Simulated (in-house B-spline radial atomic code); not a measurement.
## RPA and G0W0 on BLYP: Kr

Configuration [Ar] 3d10 4s2 4p6, mean-field start BLYP. Computed with a B-spline radial code for spherical atoms: all electrons, non-relativistic, point nucleus, each spin shell either full or empty, empty states to l = 9 with an (l + 1/2)⁻⁴ tail; G0W0 by contour deformation at full frequency.

Command:
```bash
python run_gw.py task.json out
```
Settings (radii: box in bohr, nucleus in fm):
```
Z                        36
electrons                36
configuration            [Ar] 3d10 4s2 4p6
hamiltonian              nr
method                   b88,lyp
lmax                     9
spin_polarised           False
box_radius               40
intervals                56
```

Time taken, with all properties: 2.7 s on 1 thread of Arm Neoverse N1, on a shared host.

Energies (hartree):

| term | value |
| --- | --- |
| mean-field total | -2753.84962 |
| Hartree-Fock functional on these orbitals | -2752.02355 |
| direct second order | -3.0439 |
| second-order exchange | 0.87101 |
| SOSEX correction | 0.79614 |

Task: What is the RPA correlation energy, and what remains with SOSEX?

Result: RPA gives -2.6166 hartree (-1.98 eV per electron); RPA + SOSEX gives -1.8205, and the second-order doubles -2.1729 hartree (no singles). RPA lacks exchange-type terms and so overcorrelates at short range.

Quasi-particle levels (eV):

```tsv
level	occupied	mean field	Σx - vxc	Σc	QP weight	G0W0
4p	yes	-9.125	-5.12	?	?	?
```

G0W0 = mean field + (Σx - vxc) + Σc, with Σc (partial-wave tail included) taken at the quasi-particle energy. Only the outer levels were computed. Levels of low weight are left out.

Task: Where does G0W0 put 4p?

Result: At -13.937 eV, with Σc = 0.31 eV and a quasi-particle weight of 0.834. The tabulated removal energy is 14.000 eV (NIST, measured); the calculation leaves out relativity, Breit and QED terms, and what these don't explain is the method's own error.
